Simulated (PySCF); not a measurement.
# BeN₂H₂, a complex of two parts: interaction energy

An exercise on one series of results from a longer session: the logs are not shown, and one member is left open.

Programs: PySCF 2.14.0. All values are calculated, for the isolated system unless a continuum is named. Atoms count from 0, parts from 1.

## Starting point

5 atoms, charge 0, multiplicity 1; geometry: GFN2-xTB. Parts: 1 = atoms 0–2, `[BeH2]`, charge 0; 2 = atoms 3–4, `N#N`, charge 0.

The first run:

Job settings and geometry (Å):

```
{"job": {"xc": "PBE0", "basis": "def2-TZVPD", "d3": "d3bj", "grid": 3, "kind": "geom", "shake": 0.01}, "charge": 0, "multiplicity": 1, "parts": [{"atoms": "0-2", "charge": 0, "multiplicity": 1}, {"atoms": "3-4", "charge": 0, "multiplicity": 1}]}
Be    -0.364818     0.113199    -0.163751
H      0.425219     1.129012    -0.360415
H     -0.582587    -1.015959     0.400081
N     -1.901007     0.714702    -0.572165
N     -2.761424     1.258216    -0.101520
```

On the command line:

```sh
$ OMP_NUM_THREADS=1 python cluster_run.py task.json out
```

One launch serves the whole session: the jobs run in the order shown.

Steps of the session up to this table: Optimising the geometry at PBE0-D3(BJ)/def2-TZVPD; Coupled-cluster interaction energy: CCSD(T) and MP2, 1.85 Å; Coupled-cluster interaction energy: CCSD(T) and MP2, 1.95 Å; Coupled-cluster interaction energy: CCSD(T) and MP2, 2.04 Å; Coupled-cluster interaction energy: CCSD(T) and MP2, 1.76 Å; Coupled-cluster interaction energy: CCSD(T) and MP2, 2.31 Å; Coupled-cluster interaction energy: CCSD(T) and MP2, 1.67 Å; Coupled-cluster interaction energy: CCSD(T) and MP2, 2.78 Å; Coupled-cluster interaction energy: CCSD(T) and MP2, 3.70 Å.

One table of the session follows, with a row left open; its other results are not shown here.

It belongs to the step «Coupled-cluster interaction energy: CCSD(T) and MP2, 3.70 Å». 

| method | interaction energy (kcal/mol) |
| --- | --- |
| HF/aug-cc-pVDZ | ? |
| MP2/aug-cc-pVDZ | -0.90 |
| CCSD/aug-cc-pVDZ | -0.81 |
| CCSD(T)/aug-cc-pVDZ | -0.86 |
| HF/aug-cc-pVQZ | -0.54 |
| MP2/aug-cc-pVQZ | -0.93 |
| SCS-MP2/aug-cc-pVQZ | -0.86 |
| MP2, extrapolated | -0.93 |
| CCSD(T), limit estimate | -0.89 |

**Question.** Estimate the row for HF/aug-cc-pVDZ.

**Answer.** interaction energy (kcal/mol): -0.53. In the column «interaction energy (kcal/mol)» it is the highest.
